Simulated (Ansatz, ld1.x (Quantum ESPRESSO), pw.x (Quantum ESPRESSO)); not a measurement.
## What a changed setting does to a pw.x run (fcc N)

Potential: norm-conserving Troullier–Martins (Kleinman–Bylander form), ld1.x (Quantum ESPRESSO) 7.5, PBEsol; core [He], reference 2s2 2p2.5; waves: 2s (bound): rc 1.00 bohr; 2p (bound): rc 1.70 bohr; 3d channel at -0.2 Ry: rc 1.75 bohr; local part: all-electron potential smoothed inside 0.90 bohr (lloc = -1); core correction: a·sin(br)/r model core inside 0.78 bohr.

The reference run (k-mesh 18³, cutoffs 170/680 Ry, Fermi–Dirac 0.01 Ry, mixing_beta 0.4, conv_thr 1e-9, no spin) gives 1.06 GPa at 7.215 Å³/atom, where all-electron LAPW gives 0.53 GPa. This run, with its own iteration cap, changes mixing_mode to TF.

```
&control
  calculation='scf', prefix='x', pseudo_dir='./', outdir='./tmp', tstress=.true., disk_io='none'
/
&system
  ibrav=0, nat=1, ntyp=1, ecutwfc=170, ecutrho=680, nbnd=9,
  occupations='smearing', smearing='fd', degauss=0.01
/
&electrons
  conv_thr=1e-09, mixing_beta=0.4, electron_maxstep=60, mixing_mode='TF'
/
ATOMIC_SPECIES
N 1.0 N.UPF
CELL_PARAMETERS angstrom
  0.00000000 1.53368245 1.53368245
  1.53368245 0.00000000 1.53368245
  1.53368245 1.53368245 0.00000000
ATOMIC_POSITIONS crystal
N 0.0000 0.0000 0.0000
K_POINTS automatic
18 18 18 0 0 0
```

```bash
pw.x < N.scf.in > N.scf.out
```

**Question.** How does the run end?

**Answer.** It converges in 8 iterations; the free energy moves by +0.0 meV/atom and the pressure by -0.01 GPa. The result is that of the reference run.

```
Message from routine setup:
     using ibrav=0 with symmetry is DISCOURAGED, use correct ibrav instead
     lattice parameter (alat)  =       4.0987  a.u.
     unit-cell volume          =      48.6892 (a.u.)^3
     number of electrons       =         5.00
     number of Kohn-Sham states=            9
     kinetic-energy cutoff     =     170.0000  Ry
     charge density cutoff     =     680.0000  Ry
     scf convergence threshold =      1.0E-09
     Exchange-correlation= PBESOL
     number of k points=   195  Fermi-Dirac smearing, width (Ry)=  0.0100
     iteration #  1     ecut=   170.00 Ry     beta= 0.40
     total energy              =     -19.53521971 Ry
     estimated scf accuracy    <       0.03747272 Ry
     iteration #  2     ecut=   170.00 Ry     beta= 0.40
     total energy              =     -19.52816905 Ry
     estimated scf accuracy    <       0.01404090 Ry
     iteration #  3     ecut=   170.00 Ry     beta= 0.40
     total energy              =     -19.53007935 Ry
     estimated scf accuracy    <       0.00006597 Ry
     [... 2 iterations left out ...]
     iteration #  6     ecut=   170.00 Ry     beta= 0.40
     total energy              =     -19.53008977 Ry
     estimated scf accuracy    <          3.1E-09 Ry
     iteration #  7     ecut=   170.00 Ry     beta= 0.40
     total energy              =     -19.53008977 Ry
     estimated scf accuracy    <          1.3E-09 Ry
     iteration #  8     ecut=   170.00 Ry     beta= 0.40
     the Fermi energy is     9.0586 ev
!    total energy              =     -19.53008977 Ry
     estimated scf accuracy    <          3.8E-11 Ry
     smearing contrib. (-TS)   =      -0.00295578 Ry
     The total energy is F=E-TS. E is the sum of the following terms:
     one-electron contribution =       3.39707786 Ry
     hartree contribution      =       1.58381157 Ry
     xc contribution           =      -4.73368451 Ry
     ewald contribution        =     -19.77433892 Ry
     convergence has been achieved in   8 iterations
          total   stress  (Ry/bohr**3)                   (kbar)     P=       10.54
     Message from routine punch:
     Nothing written, as per user request (disk_io='none')
```

The run took about 42 s on one core of a shared host (Neoverse-V1, 32 threads, 247 GiB, load 8).
